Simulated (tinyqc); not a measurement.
Orbital energy against energy difference: ionisation energy by orbital energies and by energy differences in the cc-pvdz basis, for H2O, spin multiplicity 1. Computed by the program tinyqc with PySCF. 

Geometry (angstrom):
```
atom       x        y       z
O     0.0000   0.0000  0.0000
H     0.0000   0.7120  0.6040
H     0.0000  -0.7120  0.6040
```

CCSD(T) difference in the same basis = 12.1030 eV

IP-EOM-CCSD = 11.9453 eV

The cation is unrestricted; errors are against CCSD(T) in this basis, not against experiment.

First vertical ionisation energy (eV):
```
method     -e(HOMO)  E(cation) - E  error of -e(HOMO)  error of the difference
HF           13.516       10.89551              1.413                   -1.207
LDA           6.303       12.78638             -5.800                    0.683
PBE           6.208       12.43606             -5.895                    0.333
B3LYP         7.928       12.47120             -4.175                    0.368
PBE0          8.297       12.35303             -3.806                    0.250
CAM-B3LYP     9.824       12.46435             -2.279                    0.361
LC-wPBE      11.294       12.51360             -0.809                    0.411
```

Koopmans errs by +1.41 eV and Delta-HF by -1.21 eV: relaxation, 2.62 eV, lowers the value and the missing correlation difference works against it. The PBE level is off by -5.9 eV through the wrong tail of its potential, though its energy difference is off by +0.33 eV; exact exchange deepens the level, and among the orbital energies LC-wPBE comes closest; among the differences PBE0 does.
